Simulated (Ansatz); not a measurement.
in.yaml

```yaml
crystal:
  periodic: [false, false, false]
  atoms:
    - {symbol: Ge, position_ang: [0.000034, -0.000003, -0.018730]}
    - {symbol: H, position_ang: [1.465006, 0.016889, 0.452573]}
    - {symbol: H, position_ang: [-0.748285, 1.261093, 0.448403]}
    - {symbol: H, position_ang: [-0.719150, -1.277779, 0.448837]}
basis:
  gaussian: {orbitals: 6-31G}
magnetization: {spin_polarized: false, initial_magnetization: 3}
correlation: {active_space: {window: {electrons: 5, orbitals: 9}}}
```

```sh
$ ansatz run in.yaml --threads 1 --pin off --events-out ev --progress --plain --max-ram 2393MiB
```

The program prints:

```
346 factors; integrals over basis functions are off by at most 5.1e-4 eV
mean field evaluation 1: about -56499.3656 eV, gradient 9.2e0 eV
mean field evaluation 2: about -56499.4382 eV, gradient 9.2e0 eV
mean field evaluation 4: about -56500.3796 eV, gradient 1.9e0 eV
mean field evaluation 8: about -56500.3990 eV, gradient 1.9e0 eV
mean field evaluation 16: about -56501.7329 eV, gradient 2.5e-3 eV
mean field evaluation 32: about -56501.2393 eV, gradient 2.0e-5 eV
mean field evaluation 64: about -56501.7329 eV, gradient 2.4e-5 eV
mean field evaluation 96: about -56501.3854 eV, gradient 1.5e0 eV
mean field evaluation 128: about -56500.1163 eV, gradient 1.1e0 eV
mean field evaluation 160: about -56500.1706 eV, gradient 4.9e-4 eV
a density is far from that of the atoms, so the factors are made again for it
371 factors; integrals over basis functions are off by at most 3.4e-4 eV
mean field evaluation 192: about -56501.7332 eV, gradient 9.3e-6 eV
mean field evaluation 224: about -56501.2396 eV, gradient 2.0e-5 eV
mean field evaluation 256: about -56501.5292 eV, gradient 2.3e0 eV
mean field evaluation 288: about -56500.6799 eV, gradient 1.5e0 eV
mean field evaluation 320: about -56500.1296 eV, gradient 1.0e0 eV
mean field evaluation 352: about -56500.1710 eV, gradient 3.0e-4 eV
mean field -56501.73319896 eV, -2076.4003968114 hartree, gradient 2.9e-6 eV, S^2 3.750000; 15 other end points of the search recorded, 0 dependent functions left out
reference -56501.73319896 eV, -2076.4003968114 hartree; 19, 16 occupied and 16, 19 virtual orbitals, 371 factors
state -56502.47561245 eV, -2076.4276800039 hartree
Total energy: -56502.47561245 eV, -2076.4276800039 hartree
```

Ran on 1 thread of Arm Neoverse V2, shared host: 21 s wall, 0.16 GiB peak host memory.
